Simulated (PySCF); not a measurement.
Breaking a bond: SMILES CO, singlet. The C1–O5 bond (C1 also carries H, H, H; O5 carries H) is pulled apart rigidly from the PBE0/def2-TZVP optimised geometry.

Method: CCSD(T) on UHF/cc-pVDZ, 2 core orbitals frozen (PySCF).

Problem. Relative to R = 1.41 Å, what are the energies at R = 1.91, 3.77, 4.20, 4.92 Å?

Solution. 177.7 kJ/mol at 1.91 Å, 411.0 kJ/mol at 3.77 Å, 411.7 kJ/mol at 4.20 Å, 412.0 kJ/mol at 4.92 Å.

The unrestricted determinant behind UCCSD(T) is spin-contaminated at 1.91 to 4.92 Å (<S²> up to 1.0, against 0.00 for a pure singlet).
